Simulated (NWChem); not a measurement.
**C2N2 (bisisocyanide) at 4 levels**

We compute a comparison of 4 runs (PBE/cc-pVTZ, SVWN5/cc-pVTZ, r2SCAN/cc-pVTZ, CCSD(T)/cc-pVTZ) of C2N2 (bisisocyanide). 

The results are computed with NWChem 7.3.0.

## (1) Starting point

C2N2: 4 atoms, total charge 0, spin state singlet. As SMILES, `[C-]#[N+][N+]#[C-]`. Geometry: relaxed at PBE0-D4/def2-TZVP.

Bond lengths: C1–N2 1.175 Å, N2–N3 1.265 Å, N3–C4 1.175 Å. Angles: C1–N2–N3 180.0°, N2–N3–C4 180.0°.

## (2) Energy and forces at PBE/cc-pVTZ (run 1)

Input file c2n2.nw:

```
start c2n2
title "C2N2 gradient"
memory stack 880 mb heap 220 mb global 1100 mb
charge 0
geometry units angstroms noautosym nocenter noautoz
   C       -0.612040       1.680100       0.265350
   N       -0.214170       0.587980       0.092870
   N        0.214200      -0.587980      -0.092860
   C        0.612010      -1.680110      -0.265370
end
basis spherical bse
   * library cc-pVTZ
end
dft
   xc xpbe96 cpbe96
   mult 1
   grid fine
   convergence energy 1e-08
   maxiter 100
   mulliken
   print low
end
task dft gradient
```

Command:

```sh
$ nwchem c2n2.nw > c2n2.out
```

The program printed:

```text
[...]
 d= 0,ls=0.0,diis     1   -185.3399952605 -2.67D+02  4.51D-03  7.69D-01     3.2
[...]
 d= 0,ls=0.0,diis    10   -185.3949874641 -5.00D-12  9.05D-08  3.21D-10    25.2
         Total DFT energy =     -185.394987464088
      One electron energy =     -410.703924107191
           Coulomb energy =      167.759400923766
    Exchange-Corr. energy =      -24.257093011623
 Nuclear repulsion energy =       81.806628730960
[...]
      Total Density - Mulliken Population Analysis
     ---------------------------------------------
    Atom       Charge   Shell Charges
 -----------   ------   -------------------------------------------------------
    1 C    6     6.17   1.96  0.23  0.94  0.77  0.71  1.11  0.36  0.03  0.06  0.01
    2 N    7     6.83   1.95  0.22  0.85  0.27  1.08  1.80  0.57  0.01  0.06  0.01
    3 N    7     6.83   1.95  0.22  0.85  0.27  1.08  1.80  0.57  0.01  0.06  0.01
    4 C    6     6.17   1.96  0.23  0.94  0.77  0.71  1.11  0.36  0.03  0.06  0.01
[...]
                         DFT ENERGY GRADIENTS
    atom               coordinates                        gradient
                 x          y          z           x          y          z
   1 C      -1.156588   3.174929   0.501439    0.010763  -0.029547  -0.004667
   2 N      -0.404723   1.111121   0.175499   -0.007325   0.020108   0.003176
   3 N       0.404779  -1.111121  -0.175480    0.007329  -0.020120  -0.003178
   4 C       1.156531  -3.174948  -0.501477   -0.010768   0.029560   0.004669
 Task  times  cpu:       33.4s     wall:       33.4s
 Total times  cpu:       33.5s     wall:       33.5s
```

Run time: 34 s. Hardware: 1 thread of Intel Xeon Platinum 8488C (Sapphire Rapids), shared host; peak memory 0.13 GiB.

## (3) Energy and gradient at SVWN5/cc-pVTZ (run 2)

Input file struct.nw:

```
start struct
memory 2200 mb

geometry units angstrom noautosym nocenter noautoz
C     -0.612040     1.680100     0.265350
N     -0.214170     0.587980     0.092870
N      0.214200    -0.587980    -0.092860
C      0.612010    -1.680110    -0.265370
end

basis "ao basis" spherical bse
* library cc-pVTZ
end

dft
xc slater vwn_5
grid fine
convergence energy 1e-08
maxiter 100
mulliken
print low
end

task dft gradient
```

Command:

```sh
$ nwchem struct.nw > struct.out
```

The program printed:

```text
[...]
 d= 0,ls=0.0,diis     1   -183.9710337699 -2.66D+02  5.41D-03  1.65D+00     2.7
[...]
 d= 0,ls=0.0,diis    10   -184.0438537277 -2.80D-10  1.31D-07  3.28D-10    21.4
         Total DFT energy =     -184.043853727667
      One electron energy =     -410.523133342636
           Coulomb energy =      167.493391896365
    Exchange-Corr. energy =      -22.820741012355
 Nuclear repulsion energy =       81.806628730960
[...]
      Total Density - Mulliken Population Analysis
     ---------------------------------------------
    Atom       Charge   Shell Charges
 -----------   ------   -------------------------------------------------------
    1 C    6     6.19   1.91  0.24  0.96  0.82  0.72  1.08  0.35  0.03  0.06  0.01
    2 N    7     6.81   1.91  0.24  0.86  0.27  1.10  1.76  0.59  0.01  0.06  0.01
    3 N    7     6.81   1.91  0.24  0.86  0.27  1.10  1.76  0.59  0.01  0.06  0.01
    4 C    6     6.19   1.91  0.24  0.96  0.82  0.72  1.08  0.35  0.03  0.06  0.01
[...]
                         DFT ENERGY GRADIENTS
    atom               coordinates                        gradient
                 x          y          z           x          y          z
   1 C      -1.156588   3.174929   0.501439    0.005346  -0.014676  -0.002318
   2 N      -0.404723   1.111121   0.175499   -0.007881   0.021636   0.003417
   3 N       0.404779  -1.111121  -0.175480    0.007886  -0.021648  -0.003419
   4 C       1.156531  -3.174948  -0.501477   -0.005351   0.014688   0.002320
 Task  times  cpu:       29.5s     wall:       29.5s
 Total times  cpu:       29.5s     wall:       29.5s
```

Run time: 30 s. Hardware: 1 thread of Intel Xeon Platinum 8488C (Sapphire Rapids), shared host; peak memory 0.13 GiB.

## (4) Energy and gradient at r2SCAN/cc-pVTZ (run 3)

Input file c2n2.nw:

```
start c2n2
title "C2N2 gradient"
memory total 2200 mb

geometry units angstroms noautosym nocenter noautoz
  C       -0.612040       1.680100       0.265350
  N       -0.214170       0.587980       0.092870
  N        0.214200      -0.587980      -0.092860
  C        0.612010      -1.680110      -0.265370
end

basis spherical bse
  * library cc-pVTZ
end

dft
  xc r2scan
  mult 1
  grid fine
  convergence energy 1e-08
  maxiter 100
  mulliken
  print medium
end

task dft gradient
```

Command:

```sh
$ nwchem c2n2.nw > c2n2.out
```

The program printed:

```text
[...]
          Wavefunction type:  closed shell.
          No. of atoms     :     4
          No. of electrons :    26
[...]
          Charge           :     0
          Spin multiplicity:     1
[...]
          AO basis - number of functions:   120
[...]
              XC Information
              --------------
                      r^2SCAN Method XC Functional
               r^2SCAN metaGGA Exchange Functional  1.000
                     r^2SCAN Correlation Potential  1.000
[...]
 d= 0,ls=0.0,diis     1   -185.4591527686 -2.67D+02  3.87D-03  5.07D-01     3.3
[...]
 d= 0,ls=0.0,diis     8   -185.5024740545  4.67D-09  7.95D-07  4.19D-08    21.7
         Total DFT energy =     -185.502474054484
      One electron energy =     -410.635807045172
           Coulomb energy =      167.701755017780
    Exchange-Corr. energy =      -24.375050758052
 Nuclear repulsion energy =       81.806628730960
[...]
  wavefunction    = closed shell
                         DFT ENERGY GRADIENTS
    atom               coordinates                        gradient
                 x          y          z           x          y          z
   1 C      -1.156588   3.174929   0.501439    0.005048  -0.013858  -0.002189
   2 N      -0.404723   1.111121   0.175499   -0.004443   0.012198   0.001926
   3 N       0.404779  -1.111121  -0.175480    0.004448  -0.012211  -0.001928
   4 C       1.156531  -3.174948  -0.501477   -0.005053   0.013870   0.002190
[...]
```

It took 32 s on 1 thread of Intel Xeon Platinum 8488C (Sapphire Rapids), shared host; peak memory 0.13 GiB.

## (5) The energy at CCSD(T)/cc-pVTZ (run 4)

Input file c2n2.nw:

```
start c2n2
title "C2N2 energy"
memory total 2200 mb
geometry units angstrom noautosym nocenter noautoz
 C    -0.612040    1.680100    0.265350
 N    -0.214170    0.587980    0.092870
 N     0.214200   -0.587980   -0.092860
 C     0.612010   -1.680110   -0.265370
end
basis spherical bse
 * library cc-pVTZ
end
scf
 thresh 1e-08
 maxiter 80
end
ccsd
 freeze core 4
 maxiter 60
end
task ccsd(t)
```

Command:

```sh
$ nwchem c2n2.nw > c2n2.out
```

The program printed:

```text
[...]
  functions       =   120
[...]
  wavefunction    = RHF
[...]
         Total SCF energy =   -184.548472312357
      One-electron energy =   -410.248082611822
      Two-electron energy =    143.892981568505
 Nuclear repulsion energy =     81.806628730960
        Time for solution =     34.6s
[...]
 Total MP2 energy:           -185.193132949465934
[...]
             energy      energy      error      ampl     ampl      Block
                                                time     time      time
[...]
 Total CCSD energy:           -185.199529917336008
[...]
 Total CCSD+T(CCSD) energy:           -185.238776210441955
[...]
 Total CCSD(T) energy:                -185.237044705742335
[...]
```

Run time: 5.5 min. Hardware: 1 thread of Intel Xeon Platinum 8488C (Sapphire Rapids), shared host; peak memory 0.41 GiB.

## (6) All runs side by side

| run | level | task | integration grid | energy (Eh) | largest force (eV/Å) | wall time |
| --- | --- | --- | --- | --- | --- | --- |
| 1 | PBE/cc-pVTZ | gradient | fine | -185.394987 | 1.635 | 34 s |
| 2 | SVWN5/cc-pVTZ | gradient | fine | -184.043854 | 1.198 | 30 s |
| 3 | r2SCAN/cc-pVTZ | gradient | fine | -185.502474 | 0.767 | 32 s |
| 4 | CCSD(T)/cc-pVTZ | energy | – | -185.237045 | – | 5.5 min |

## (7) Outcome

```
                                          quantity          value
                               run 4: total energy  -185.23704 Eh
        run 4: HOMO energy (Hartree–Fock orbitals)      -13.09 eV
        run 4: LUMO energy (Hartree–Fock orbitals)        2.32 eV
      run 4: HOMO–LUMO gap (Hartree–Fock orbitals)       15.41 eV
run 4: correlation energy (4 core orbitals frozen)     -688.6 mEh
                             run 4: (T) correction     -37.51 mEh
```

What this shows: Totals of different functionals can't be ranked against each other. All runs together took 7.2 min, the longest 5.5 min.
